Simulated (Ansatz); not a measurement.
Formulas on structure types

These are results of DFT PBEsol, scalar-relativistic, plane waves, PAW in Ansatz 0.2.0, not measurements. Settings: cutoff 420 eV, Γ-centred meshes no coarser than 0.19 Å⁻¹ for metals and 0.3 Å⁻¹ for insulators (2π included), Gaussian smearing.

Each formula was placed on the sites of the named type and relaxed at zero pressure without lowering the symmetry. No run is spin-polarised. The smearing is 0.1 eV for metals and 0.01 to 0.02 eV otherwise. The zero of energy is the elements' standard structures at the same level; no fitted shifts are applied.

The k mesh leaves about 4 meV/atom of noise in metals.

| formula | started on type | final group | a or a / b (Å) | c (Å) | V (Å³/atom) | E over elements (eV/atom) | gap on mesh (eV) |
| --- | --- | --- | --- | --- | --- | --- | --- |
| Ca | bcc | Im-3m | 4.33 | 4.33 | 40.5 | ? | 0.00 |
| Sc | omega | P6/mmm | 5.04 | 3.19 | 23.4 | 0.06 | 0.00 |
| Ca | diamond | Fd-3m | 8.44 | 8.44 | 75.1 | 1.11 | 0.00 |
| Ca | alpha-gallium | Fmmm | ? | ? | ? | 0.13 | 0.00 |
| Sc | diamond | Fd-3m | 6.25 | 6.25 | 30.6 | 2.03 | 0.00 |
| Sc | alpha-boron | R-3m | 6.99 | 24.42 | 28.7 | 0.94 | 0.00 |
| Sc | black phosphorus | Fmmm | 3.35 / 5.16 | 11.14 | 24.1 | 0.20 | 0.00 |
| Sc | beta-tin | I4_1/amd | 5.53 | 3.07 | 23.5 | 0.41 | 0.00 |
| Ca | beta-tungsten (A15) | Pm-3n | 6.89 | 6.89 | 40.8 | 0.04 | 0.00 |
| Ca | alpha-boron | R-3m | ? | ? | ? | 0.58 | 0.00 |
| Sc | dhcp | P6_3/mmc | 3.24 | 10.36 | 23.6 | 0.02 | 0.00 |

(1) E over elements (eV/atom) of Ca on the bcc type?

(2) Cell and volume of Ca on the alpha-gallium type?

(3) Cell and volume of Ca on the alpha-boron type?

Answers

(1) 0.02

(2) a / b = 3.91 / 6.31 Å, c = 13.39 Å, V = 41.3 Å³/atom

(3) a = 8.66 Å, c = 29.76 Å, V = 53.7 Å³/atom